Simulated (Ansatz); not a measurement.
We consider rock-salt CaO, described by r²SCAN (PAW; Ansatz, a quantum-chemistry and plane-wave program).

The same calculation (at the measured cell, 13.919 Å³/atom) with different numerical settings:

| run | k mesh | gap on the mesh (eV) | total energy (eV/atom) |
|---|---|---|---|
| 1 | 4×4×4 | 4.195 | -1197.0465 |
| 2 | 6×6×6 | 4.201 | -1197.0481 |
| 3 | 8×8×8 | 4.201 | -1197.0481 |
| 4 | 12×12×12 | 4.201 | -1197.0481 |
| 5 | 16×16×16 | 4.201 | -1197.0481 |
| 6 | 20×20×20 | 4.201 | -1197.0481 |

In the column total energy (eV/atom) the first row differs from the last by +0.0016 and the next to last by 0.0000.

The last row is no converged limit: other settings stay fixed.
